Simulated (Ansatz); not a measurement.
Relaxing CuSn

The calculation used Ansatz 0.2.0, DFT r2SCAN, scalar-relativistic, plane waves, PAW. Cutoff 500 eV, Γ-centred k mesh, Gaussian smearing, no spin polarisation in the final step.

The start puts CuSn on the litharge structure type (P4/nmm, No. 129), with Cu in place of Pb, Sn in place of O, at a guessed volume.

```
Cu Sn
1.0
     3.96909    0.00000    0.00000
     0.00000    3.96909    0.00000
     0.00000    0.00000    5.01529
Cu Sn
2 2
Direct
  0.00000 0.50000 0.23510
  0.50000 0.00000 0.76490
  0.00000 0.00000 0.00000
  0.50000 0.50000 0.00000
```

Cell and atoms relax at zero pressure; the relaxation can't lower the symmetry of the start. After a coarse first stage the cell is made exact in the group found at 0.06 Å.

Formation energies are uncorrected and refer to the elements' standard structures at the same level.

(1) Which crystal results?

(2) What are its volume, energy, density and gap?

Results:

(1) It ends in P4/mmm (No. 123). The result has the CuAu (L1_0) structure. Conventional cell: a = 3.075 Å, c = 3.872 Å. Cu is coordinated by 8 Sn at 2.91 Å and 4 Cu at 3.07 Å; Sn is coordinated by 8 Cu at 2.91 Å and 4 Sn at 3.07 Å.

```xyz
2
Lattice="3.0750 0.0000 0.0000 0.0000 3.0750 0.0000 0.0000 0.0000 3.8722" Properties=species:S:1:pos:R:3 pbc="T T T"
Cu    1.5375    1.5375    1.9361
Sn    0.0000    0.0000    0.0000
```

(2) The volume per atom is 18.31 Å³ and the density is 8.27 g/cm³. The energy over the elements is 0.32 eV/atom and the gap on the 10×10×14 mesh is 0 eV (a metal).

The final run used a 10×10×14 mesh on its 4-atom cell and 0.10 eV smearing. For metals, differences of a few meV/atom aren't resolved. Symmetry constrained the relaxation, so the result can be a saddle point.

Cost: 4 runs of about 7.7 core-minutes in all, on Intel Xeon 6975P-C (Granite Rapids) (shared hosts).